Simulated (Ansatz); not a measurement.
Process, species as SMILES: [O+]#[Si-] (O-Si) → OSi+ (doublet, bonded as [O+]#[Si-]) + e-
B3LYP-D3(BJ)/def2-TZVP geometries, fixed; electronic energies without zero-point terms.

Effect of the final integration grid (spheres per factor e of radius in core and valence, angular degree) at PBE/aug-cc-pV(T+d)Z with Ansatz (a program for electronic structure), against the last row, where the adiabatic ionisation energy is 11.30 eV. Open shells are unrestricted. The default's grid is 13, 11, 36.

```tsv
setting	largest shift of a total energy (mEh)	shift of the adiabatic ionisation energy (eV)
accuracy: medium (default)	0.000	0.000
final_grid: 4, 3, 11	-0.176	-0.002
final_grid: 6, 5, 17	0.117	-0.001
final_grid: 8, 7, 23	0.004	0.000
final_grid: 10, 9, 29	0.000	0.000
final_grid: 18, 15, 47	0.000	0.000
final_grid: 26, 22, 59	0.000	0.000
```

Within 0.002 eV in the adiabatic ionisation energy: accuracy: medium (default); final_grid: 4, 3, 11; final_grid: 6, 5, 17; final_grid: 8, 7, 23; final_grid: 10, 9, 29; final_grid: 18, 15, 47. The largest shift is 0.176 mEh in a total energy and 0.002 eV in the difference.
